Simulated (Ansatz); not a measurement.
A made-up structure of CH4B (charge -1), singlet:

| atom | x (Å) | y (Å) | z (Å) |
| --- | --- | --- | --- |
| B1 | 0.0240 | -0.7933 | 0.0548 |
| C2 | -0.0251 | 0.8277 | -0.0571 |
| H3 | 1.1548 | -1.5137 | -0.2437 |
| H4 | -1.0625 | -1.5327 | 0.4541 |
| H5 | 0.9266 | 1.5143 | -0.4100 |
| H6 | -1.0179 | 1.4977 | 0.2020 |

It is relaxed with PBE-D4/def2-SVPD and then PBE0-D4/def2-TZVPD (Ansatz 0.2.0). Atoms count as bonded within 1.22 times the sum of their covalent radii (H–H: 0.88 Å). The end point is not checked to be a true minimum.

(1) Does its bonding change? (A judgement: the text doesn't fix the answer.)

Results:

(1) By the calculation: No: no bond forms or breaks.

Where it ends: The first stage lowers the energy by 1.00 eV in 4 steps. It ends as CH₄B ([BH2][CH2]), total charge -1:
```
6
angstrom
B 0.0215 -0.7082 0.0491
C -0.0224 0.7389 -0.0511
H 1.0310 -1.3514 -0.2177
H -0.9487 -1.3683 0.4054
H 0.8274 1.3519 -0.3660
H -0.9088 1.3370 0.1804
```

Labels in which every atom is bracketed show which atoms are joined, not bond orders.

For scale, one of the runs: PBE0-D4/def2-TZVPD relaxation, 110 basis functions, launched by `ansatz run in.yaml --threads 2 --pin off --events-out ev --progress --plain --max-ram 4352MiB`. Hardware: 2 CPU threads of an Arm Neoverse V2, shared host. Wall time about 4.9 s.
